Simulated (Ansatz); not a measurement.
Reaction (homolysis of the O–Si bond): `[AlH2][O][SiH3]` → `[O][AlH2]`• + `[SiH3]`•

Computed with Ansatz on PBE0-D4/def2-TZVP structures; ΔE is electronic, products minus reactants. CCSD(T)/CBS is the MP2 limit (def2-TZVPP, def2-QZVPP) plus CCSD(T) − MP2 in def2-TZVPP, frozen cores. This one scheme is used for every species. DFT in def2-TZVPP. No spin–orbit coupling; open shells (•) take unrestricted orbitals.

| level | ΔE (eV) |
| --- | --- |
| LDA (SPW92) | 6.16 |
| r2SCANh-D4 | 5.51 |
| r2SCAN0-D4 | 5.51 |
| CCSD/CBS(def2) | 5.83 |

What does CCSD(T)/CBS give? (An estimate is asked.)

Ansatz gave: +5.91 eV. The listed levels differ from it by 0.25, -0.40, -0.40, -0.08 eV.

Largest T1 diagnostic among the species: 0.018.

The D4 term adds +0.10 eV with B3LYP and +0.05 eV with PBE0; it sums over pairs of atoms, weighted by their polarisabilities, and B3LYP, whose exchange is more repulsive, gets the larger term. Leaving LDA and LC-ωPBE aside and taking each functional with its dispersion term where it has one, the values, not all of them listed here, spread over 0.51 eV, from revPBE-D4 to ωB97M-V. LDA lies +0.76 eV from PBE without D4, its usual overbinding. At CCSD(T), def2-SVP lies −0.46 eV from the extrapolated value and def2-TZVPP −0.18 eV: correlation converges slowly with the basis, and small sets miss more of it in the bonded molecule than in its fragments.

B3LYP here is the variant with VWN-RPA as its local correlation; programs differ in this.
